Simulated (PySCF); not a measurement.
# Electric field gradients and quadrupole coupling constants

Compound: H6NSi2 (charge -1).
Z-matrix (Å and degrees, GFN2-xTB geometry), rows numbered from 1:
```
Si
N   1  1.7950
Si  2  1.6906  1   98.94
H   1  1.5224  2  101.22  3   -92.50
H   1  1.5150  2   98.09  3   169.09
H   2  1.0140  1  122.93  3   135.27
H   3  1.4804  2  120.65  1    53.26
H   3  1.4666  2  108.91  1   -73.78
H   3  1.5070  2  108.77  1   170.75
```

Field gradients from the PBE0/pcSseg-1 density (PySCF, non-relativistic), principal values in atomic units, ordered |Vxx| ≤ |Vyy| ≤ |Vzz|:

```json
{"atom": "N2", "Vxx": "-0.0198", "Vyy": "-0.5979", "Vzz": "0.6176"}
```

Problem. Find the asymmetry η = (Vxx − Vyy)/Vzz and the couplings χ = eQV/h (234.96 MHz × Q in barn × V in au), with Q(14N) = 0.02044 b.

Solution. 
```csv
atom,environment,nucleus,η,χzz (MHz),χxx (MHz),χyy (MHz)
N2,nitrogen bridging silicon atoms,14N,0.94,2.966,-0.095,-2.871
```

At N2 η is above 0.9: Vyy and Vzz are nearly equal in size and opposite in sign, so a small change could swap them and flip the sign of χzz. 

Problem. What is Vzz at N2 in SI units (1 au = 9.71736 × 10²¹ V/m²)?

Solution. 0.6176 au = 6.002 × 10²¹ V/m².

Problem. What couplings would deuterons (Q(2H) = 0.00286 b) have in place of the hydrogens, at this geometry?

Solution. 
```json
{"atom": "H4", "bonded to": "Si1", "bond length (Å)": "1.522", "Vzz (au)": "0.1387", "η": "0.13", "χzz (kHz)": "93"}
{"atom": "H5", "bonded to": "Si1", "bond length (Å)": "1.515", "Vzz (au)": "0.1444", "η": "0.09", "χzz (kHz)": "97"}
{"atom": "H6", "bonded to": "N2", "bond length (Å)": "1.014", "Vzz (au)": "0.4275", "η": "0.08", "χzz (kHz)": "287"}
{"atom": "H7", "bonded to": "Si3", "bond length (Å)": "1.480", "Vzz (au)": "0.1553", "η": "0.04", "χzz (kHz)": "104"}
{"atom": "H8", "bonded to": "Si3", "bond length (Å)": "1.467", "Vzz (au)": "0.1682", "η": "0.04", "χzz (kHz)": "113"}
{"atom": "H9", "bonded to": "Si3", "bond length (Å)": "1.507", "Vzz (au)": "0.1397", "η": "0.02", "χzz (kHz)": "94"}
```

Geometry: GFN2-xTB, one conformer, isolated ion. The pcSseg-1 basis has no diffuse functions, a weakness for an anion. The HOMO energy is positive at this level (+0.01 eV), so the outermost electrons may be held by the finite basis alone. GFN2-xTB bond lengths can be off by several hundredths of an ångström, more for odd bonds, and the gradients follow them. The small basis limits the accuracy of the gradients.
